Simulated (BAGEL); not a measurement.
**HF/def2-TZVPP (density fitting with qzvpp-jkfit) run of CClO+ (SMILES [O+]#CCl)**

What is the vertical singlet–triplet gap of CClO+ at HF/def2-TZVPP (density fitting with qzvpp-jkfit)? 

The results are computed with BAGEL 1.2.2.

## Step 1: The structure to begin with

CClO+ has 3 atoms, charge +1, and is taken as a singlet. As SMILES, `[O+]#CCl`. The shape is that of a GFN2-xTB optimisation.

Bond lengths: O1–C2 1.122 Å, C2–Cl3 1.528 Å. Angles: O1–C2–Cl3 179.7°.

## Step 2: A single-point energy at HF/def2-TZVPP (density fitting with qzvpp-jkfit)

Contents of job.json:

```json
{ "bagel" : [

{
  "title" : "molecule",
  "basis" : "tzvpp",
  "df_basis" : "qzvpp-jkfit",
  "angstrom" : true,
  "geometry" : [
    { "atom" : "O", "xyz" : [   -0.677350,    1.027910,   -0.255880 ] },
    { "atom" : "C", "xyz" : [   -0.074560,    0.109500,   -0.028570 ] },
    { "atom" : "Cl", "xyz" : [    0.751910,   -1.137410,    0.284450 ] }
  ]
},
{
  "title" : "hf",
  "charge" : 1
},
{
  "title" : "print",
  "file" : "orbitals.molden",
  "orbitals" : true
}

]}
```

Launch:

```
$ BAGEL_NUM_THREADS=1 BAGEL job.json > job.out
```

Standard output:

```text
* using 1 threads per process

  ===============================================================
  ===============================================================

  *** Geometry ***

  { "atom" : "O", "xyz" : [     -1.280006,      1.942468,     -0.483543 ] },
  { "atom" : "C", "xyz" : [     -0.140898,      0.206925,     -0.053989 ] },
  { "atom" : "Cl", "xyz" : [      1.420904,     -2.149393,      0.537533 ] },

  Number of auxiliary basis functions:      280

  Since a DF basis is specified, we compute 2- and 3-index integrals:
    o Being stored without compression. Storage requirement is 0.024 GB

  Number of basis functions:      104
  Number of electrons      :       31

    * METHOD: MOLECULE                             0.09

  *** RHF ***

  === Nuclear Repulsion ===
    85.1149873790

      * DIIS with orbital gradients will be used.

  === RHF iteration (tzvpp) ===
      0       -571.74642150          0.02388258           0.03
      1       -571.77110744          0.02485503           0.03
      2       -571.94295553          0.00142446           0.03
      3       -571.94443654          0.00035386           0.03
      4       -571.94454621          0.00011080           0.03
      5       -571.94455679          0.00004054           0.03
      6       -571.94455790          0.00000934           0.03
      7       -571.94455794          0.00000254           0.03
      8       -571.94455795          0.00000101           0.03
      9       -571.94455795          0.00000036           0.03
     10       -571.94455795          0.00000011           0.03
     11       -571.94455795          0.00000003           0.03
     12       -571.94455795          0.00000001           0.03
    * SCF iteration converged.

    * Permanent dipole moment:
           (   -0.277826,     0.425375,    -0.104537) a.u.

    * METHOD: HF                                   0.52

    * METHOD: PRINT                                0.01

  ===============================================================
```

It took 0.8 s on 1 thread of Arm Neoverse V2, shared host.

## Step 3: The triplet at the same level

Contents of hf.json:

```json
{ "bagel": [

{
  "title": "molecule",
  "basis": "tzvpp",
  "df_basis": "qzvpp-jkfit",
  "angstrom": true,
  "geometry": [
    { "atom": "O", "xyz": [      -0.677350,       1.027910,      -0.255880 ] },
    { "atom": "C", "xyz": [      -0.074560,       0.109500,      -0.028570 ] },
    { "atom": "Cl", "xyz": [       0.751910,      -1.137410,       0.284450 ] }
  ]
},

{ "title": "uhf", "charge": 1, "nopen": 2 },

{ "title": "print", "file": "orbitals.molden", "orbitals": true }

]}
```

Launch:

```
$ BAGEL_NUM_THREADS=1 BAGEL hf.json > hf.out
```

Standard output:

```text
* using 1 threads per process

  ===============================================================
  ===============================================================

  *** Geometry ***

  { "atom" : "O", "xyz" : [     -1.280006,      1.942468,     -0.483543 ] },
  { "atom" : "C", "xyz" : [     -0.140898,      0.206925,     -0.053989 ] },
  { "atom" : "Cl", "xyz" : [      1.420904,     -2.149393,      0.537533 ] },

  Number of auxiliary basis functions:      280

  Since a DF basis is specified, we compute 2- and 3-index integrals:
    o Being stored without compression. Storage requirement is 0.024 GB

  Number of basis functions:      104
  Number of electrons      :       31

    * METHOD: MOLECULE                             0.09

  *** Open-shell HF ***

  === Nuclear Repulsion ===
    85.1149873790

      * DIIS with orbital gradients will be used.

  === UHF iteration (tzvpp) ===
      0       -571.43899775          0.04804045           0.06
      1       -571.47044700          0.05212542           0.06
      2       -571.51641372          0.04597810           0.06
      3       -571.70223848          0.00325337           0.06
      4       -571.70631949          0.00196751           0.06
      5       -571.70805986          0.00149985           0.06
      6       -571.70966803          0.00120148           0.06
      7       -571.71137404          0.00099252           0.06
      8       -571.71335867          0.00079538           0.06
      9       -571.71473017          0.00084906           0.06
     10       -571.71675685          0.00058326           0.06
     11       -571.71805347          0.00072118           0.07
     12       -571.71839846          0.00053813           0.06
     13       -571.71843680          0.00041289           0.06
     14       -571.71856078          0.00007092           0.06
     15       -571.71857081          0.00001767           0.07
     16       -571.71857317          0.00000807           0.07
     17       -571.71857390          0.00000377           0.07
     18       -571.71857437          0.00000262           0.07
     19       -571.71857451          0.00000107           0.07
     20       -571.71857451          0.00000052           0.07
     21       -571.71857451          0.00000017           0.06
     22       -571.71857451          0.00000009           0.06
     23       -571.71857451          0.00000005           0.06
     24       -571.71857451          0.00000004           0.06
     25       -571.71857451          0.00000003           0.06
     26       -571.71857451          0.00000001           0.06
     27       -571.71857451          0.00000001           0.06
    * SCF iteration converged.

    * S^2 (UHF) is 2.0268

    * Permanent dipole moment:
           (   -0.010269,     0.012220,    -0.004251) a.u.

    * METHOD: UHF                                  1.91

    * METHOD: PRINT                                0.01

  ===============================================================
```

Run time: 2.2 s. Hardware: 1 thread of Arm Neoverse V2, shared host.

## Step 4: Outcome

At HF/def2-TZVPP (density fitting with qzvpp-jkfit):

| quantity | value |
| --- | --- |
| singlet: total energy | -571.94456 Eh |
| singlet: HOMO energy | -22.17 eV |
| singlet: LUMO energy | -4.50 eV |
| singlet: HOMO–LUMO gap | 17.67 eV |
| triplet: total energy | -571.71857 Eh |
| triplet: ⟨S²⟩ | 2.027 |
| vertical energy of the triplet above the singlet | 6.149 eV |

**Reading.** At this shape the triplet lies 6.15 eV (142 kcal/mol) above the singlet.
